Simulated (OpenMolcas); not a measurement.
C3H4 (SMILES C#CC): methods side by side

The species is C3H4 (7 atoms), meant as a singlet with charge 0. SMILES: `C#CC`. The coordinates come from a PBE0-D4/def2-TZVP relaxation.

| atom | x (Å) | y (Å) | z (Å) |
| --- | --- | --- | --- |
| C | -1.3472 | -0.6696 | -0.7920 |
| C | -0.3963 | -0.1970 | -0.2331 |
| C | 0.7521 | 0.3738 | 0.4422 |
| H | -2.1903 | -1.0885 | -1.2877 |
| H | 1.2612 | 1.0969 | -0.1993 |
| H | 0.4497 | 0.8878 | 1.3575 |
| H | 1.4708 | -0.4035 | 0.7124 |

Each level gives the dipole moment (D). The values are calculated.

**What was measured.** NIST CCCBDB gives the dipole moment of the gas as 0.78 D.

```
           level             kind     program  value (D)  computed − measured  CPU time
  BLYP/def2-SVPD              GGA  OpenMolcas       0.81                +0.03      34 s
   PBE/def2-SVPD              GGA  OpenMolcas       0.84                +0.06      35 s
revPBE/def2-SVPD              GGA  OpenMolcas       0.82                +0.04      35 s
  TPSS/def2-SVPD         meta-GGA  OpenMolcas       0.78                 0.00      50 s
r2SCAN/def2-SVPD         meta-GGA  OpenMolcas       0.85                +0.07      55 s
 B3LYP/def2-SVPD    global hybrid  OpenMolcas       0.80                +0.02      39 s
 BHLYP/def2-SVPD    global hybrid  OpenMolcas       0.77                -0.01      31 s
M06-2X/def2-SVPD  hybrid meta-GGA  OpenMolcas       0.78                 0.00      45 s
```

Nearest: TPSS/def2-SVPD (0.00 D), M06-2X/def2-SVPD (0.00 D); farthest: r2SCAN/def2-SVPD (+0.07 D). The measured dipole is a vibrational average, so differences of a few hundredths of a debye mean little. Computed less measured by kind, in D (def2-SVPD rows): GGA +0.03 to +0.06; meta-GGA +0.00 to +0.07; global hybrid -0.01 to +0.02. Magnitudes only: a small dipole may point the other way at some levels. Times are those of the runs behind each value, whatever else they computed, on shared processors of several kinds: orders of magnitude only.
